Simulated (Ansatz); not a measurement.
Geometry optimisation, RKS r2SCAN-D4/def2-SVP (Ansatz).

input.yaml

```yaml
crystal:
  periodic: [false, false, false]
  atoms:
    - { symbol: Al, position_ang: [0.0, 0.0, 0.0] }
    - { symbol: H, position_ang: [1.0441, 0.0, 1.4169] }
    - { symbol: "N", position_ang: [2.084, 0.0, 0.3891] }
    - { symbol: H, position_ang: [2.5506, -0.9179, 0.1373] }
    - { symbol: H, position_ang: [2.5353, 0.9179, 0.1109] }
    - { symbol: "N", position_ang: [-1.6627, 0.0, -0.96] }
    - { symbol: H, position_ang: [-2.3316, -0.8164, -0.8614] }
    - { symbol: H, position_ang: [-1.9118, 0.8164, -1.5886] }
basis:
  gaussian: { orbitals: def2-SVP }
hamiltonian:
  xc: r2scan
  dispersion: d4
relax:
  f_tol: 0.15
  max_steps: 25
  restrain:
    - { distance: [1, 2], at: 2.26, k: 30.0 }
    - { distance: [0, 1], at: 1.56, k: 30.0 }
    - { distance: [0, 2], at: 1.92, k: 30.0 }
output:
  orbitals: {}
```

Command:

```bash
$ ansatz run input.yaml --threads 1 --pin off --max-ram 2048MiB --backend cpu --events-out ev --progress --plain --runs-dir out
```

Where does it end, and by what steps?

It converged. The restraints hold the end off the free minimum; the threshold counts their pulls, which the force column leaves out. Restrained pairs: H2–N3 (1.46 → 2.32 Å), Al1–H2 (1.76 → 1.55 Å), Al1–N3 (2.12 → 1.84 Å). After 11 steps the energy has fallen by 3.821 eV (the restraints' own energy left out); H2 moved furthest, 1.02 Å.

```csv
step,energy less start (eV),largest force component (eV/Å),accepted
0,0.0000,1.696,yes
1,-0.5013,2.274,yes
2,-1.2406,2.746,yes
3,-2.3391,1.730,yes
4,-2.9337,2.803,yes
5,-3.1206,2.621,yes
6,-3.2686,1.948,yes
7,-3.5116,1.949,yes
8,-3.6305,1.957,yes
9,-3.7175,2.074,yes
10,-3.7821,2.218,yes
11,-3.8208,2.341,yes
```

```xyz
8
Properties=species:S:1:pos:R:3
Al 0.079 -0.209 0.189
H 0.496 -0.853 1.533
N 1.864 0.206 -0.013
H 2.450 -0.214 0.704
H 2.443 0.653 -0.719
N -1.357 0.080 -0.799
H -2.306 -0.152 -0.524
H -1.362 0.489 -1.727
```

Run time: 34 s on 1 thread of Arm Neoverse V2, on a shared host, peak memory 0.14 GiB.
